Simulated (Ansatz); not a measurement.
Atomisation energy: 6 cases among silanes and organosilanes, in kcal/mol, species as SMILES. Conventions: valence correlation only; UHF or UKS for open shells; six Cartesian d functions in 6-31G* and its kin unless marked 5d; atomisation electronic, to ground-state atoms; non-relativistic; spin-orbit terms left out; dispersion terms only where a functional's name holds one; LANL2DZ with its own core potentials from Na on. Basis-set limits of correlation are two-point, X^-3; Hartree-Fock from the larger set. The bracket is a focal-point correction in the basis named. First-principles rows: single points at B3LYP-D3(BJ) geometries (Ansatz, an electronic-structure program).

Coupled cluster (Ansatz) is a level with limits of its own, used here on species with T1 under 0.025 (0.045 for open shells) and stable references: (a) RI-MP2/CBS(def2-TZVPPD,def2-QZVPPD)+[CCSD(T)-MP2]/def2-TZVPPD; (b) CCSD(T)/CBS(aug-cc-pV(T+d)Z,aug-cc-pV(Q+d)Z); (c) CCSD(T)/CBS(cc-pV(T+d)Z,cc-pV(Q+d)Z); (d) CCSD(T)/CBS(def2-TZVPPD,def2-QZVPPD).

```csv
species,atoms,coupled cluster,difference of MP2/6-31G* (Ansatz),difference of HF/6-31G* (Ansatz),difference of PBE/LANL2DZ (Ansatz),difference of PBE/def2-TZVPD (Ansatz),difference of wB97X-V/def2-TZVPD (Ansatz)
[SiH4] (SiH4),5,325.1 (d),-47.6,-73.9,-12.9,-11.6,1.5
[SiH3][SiH3] (Si2H6) [silylsilane],8,536.6 (a),-77.8,-127.4,-19.7,-16.2,4.1
C[SiH3] (CH6Si) [methylsilane],8,629.1 (a),-70.1,-145.8,-12.5,-7.6,1.2
CC[SiH3],11,919.9 (b),-89.8,-214.9,-11.6,-2.8,2.3
[SiH](C)([SiH3])C [dimethyl(silyl)silane],14,1143.6 (b),-121.6,-272.0,-18.0,-8.3,4.2
[SiH2](/C=C/C)C [methyl-[(E)-prop-1-enyl]silane],15,1375.0 (c),-115.2,-331.8,-10.5,10.4,1.6
```

| level | cases | mean signed difference | mean absolute difference | median absolute difference | largest absolute difference |
|---|---|---|---|---|---|
| MP2/6-31G* (Ansatz) | 6 | -87.02 | 87.02 | 83.80 | 121.6 |
| HF/6-31G* (Ansatz) | 6 | -194.30 | 194.30 | 180.35 | 331.8 |
| PBE/LANL2DZ (Ansatz) | 6 | -14.20 | 14.20 | 12.70 | 19.7 |
| PBE/def2-TZVPD (Ansatz) | 6 | -6.02 | 9.48 | 9.35 | 16.2 |
| wB97X-V/def2-TZVPD (Ansatz) | 6 | 2.48 | 2.48 | 1.95 | 4.2 |

MP2/6-31G* lies above in 0 of 6 cases and within 2 kcal/mol in 0; mean signed difference -87.02 kcal/mol, mean absolute 87.02 kcal/mol (65.17 over the 3 cases of up to 8 atoms, 108.87 over the larger). These figures hold for the species listed. A straight line through its differences against the number of atoms has a slope of -7.10 kcal/mol an atom.

How the rows were picked: cases drawn at random among the computed members of the class with clean coupled-cluster diagnostics. The batch they came from held 8 cases of this property in the class: 0 with a tabulated value, 7 with clean coupled cluster alone, 1 with neither, which enter no statistics. The levels are drawn from those run on every case listed, the commonest habits more often. No case is left out for the size of its miss. Left out are saddle points of the reference geometry, anions that the best level run finds unbound, excited spin states, species near biochemistry, 298 K rows of species without real B3LYP wavenumbers, cases with under five habitual levels, runs that failed or that the program found above a lower state of the same kind, table entries that another table contradicts, and a share of species set aside by lot.
